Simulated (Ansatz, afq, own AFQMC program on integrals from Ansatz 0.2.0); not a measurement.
**Where AFQMC and coupled cluster stand for HO⁺, singlet**

```yaml
atoms:
  - { symbol: O, position_ang: [0.0000, 0.0000, 0.0000] }
  - { symbol: H, position_ang: [0.0000, 0.0000, 1.1460] }
```

Basis cc-pVDZ. Noble-gas cores (and the filled d shells of Ga–Kr and In–Xe) are frozen. Ansatz 0.2.0 and our own AFQMC program on the same integrals; the CISD trial comes from CCSD amplitudes, and released means the phaseless constraint is let go. Error bars are statistical, one sigma.

Determinant: RHF, the one that the program's search chose, which needn't be the lowest solution. The geometry is a point of a scan.

Full CI on the same integrals is exact in this basis and with this determinant's frozen core.

Cautions: another spin lies lower; restricted determinant unstable towards unrestricted (UHF 2.57 eV lower, ⟨S²⟩ 1.01); strong correlation (T1 0.009, weight of the determinant 0.81, largest double 0.42); the CCSDT(Q) amplitudes may be one of several solutions (largest double 0.97); the CCSDTQ amplitudes may be one of several solutions (largest double 0.98); the released energies are still falling, so no released level is given (meV from the phaseless value at times in 1/Eh: -9 ± 4 at 0.24, -11 ± 4 at 0.51, -15 ± 4 at 0.99, -18 ± 5 at 1.62, -29 ± 7 at 2.40); the ph-AFQMC/CISD walk drifts between its halves (2.2 errors); the determinant fills πx and πy unequally, so it mixes two states of the linear molecule, and each level undoes that mixture to a different degree, while full CI gives the lower state; CCSDTQ on the UHF determinant differs (2.38 eV lower), perhaps since the unrestricted series falls towards higher spin.

The T1 diagnostic is 0.0091 and the weight of the determinant in the CISD state is 0.811. The size of the correlated space is 6 electrons in 18 orbitals.

Reference: full CI, correlation energy -4.929 eV. The cautions show a poor starting determinant, so the rows tell how each method copes with it here, and full CI is the sure value.

```csv
level,E − E(reference) (mEh),share of correlation (%)
HF,181.12,0.00
MP2,53.16,70.65
CCSD,17.37,90.41
CCSD(T),8.22,95.46
CCSDT,0.36,99.80
CCSDT(Q),-0.10,100.05
CCSDTQ,0.02,99.99
ph-AFQMC/CISD,5.11 ± 0.15,97.18
```

CCSDT and higher add their correlation energy to the determinant of the CCSD(T) run, since their own runs factorise the integrals more tightly (a shift of under 2 meV).
